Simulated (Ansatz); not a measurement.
Start from `C=C=C(O)F` and change one atom or group to get `C=C=C(F)CC`.

Ansatz, PBE0-D4/def2-TZVP geometries, multiplicity 1. Each molecule was computed in one conformer, which needn't be the lowest.

```tsv
property	`C=C=C(O)F`
LUMO energy (B3LYP/def2-TZVPP) / eV	-0.91
HOMO energy (PBE0/def2-TZVPP) / eV	-6.74
HOMO–LUMO gap (B3LYP/def2-TZVPP) / eV	5.63
HOMO–LUMO gap (ωB97M-V/def2-TZVPP) / eV	10.45
LUMO energy (ωB97M-V/def2-TZVPP) / eV	1.49
HOMO–LUMO gap (PBE0/def2-TZVPP) / eV	6.07
```

Problem. Give the same properties after the change, and the shifts. (Best estimate.)

Solution. Computed: 
```json
{"property": "LUMO energy (B3LYP/def2-TZVPP) / eV", "`C=C=C(F)CC`": "-0.56", "shift": "0.35"}
{"property": "HOMO energy (PBE0/def2-TZVPP) / eV", "`C=C=C(F)CC`": "-7.07", "shift": "-0.33"}
{"property": "HOMO–LUMO gap (B3LYP/def2-TZVPP) / eV", "`C=C=C(F)CC`": "6.31", "shift": "0.68"}
{"property": "HOMO–LUMO gap (ωB97M-V/def2-TZVPP) / eV", "`C=C=C(F)CC`": "11.12", "shift": "0.67"}
{"property": "LUMO energy (ωB97M-V/def2-TZVPP) / eV", "`C=C=C(F)CC`": "1.83", "shift": "0.34"}
{"property": "HOMO–LUMO gap (PBE0/def2-TZVPP) / eV", "`C=C=C(F)CC`": "6.74", "shift": "0.67"}
```

With PBE0 the HOMO falls by 0.33 eV and the LUMO rises by 0.35 eV, so the gap widens by about 0.68 eV. PBE moves the HOMO by -0.38 eV and ωB97M-V by -0.33 eV.

B3LYP here is the variant with VWN-RPA as its local correlation; programs differ in this.
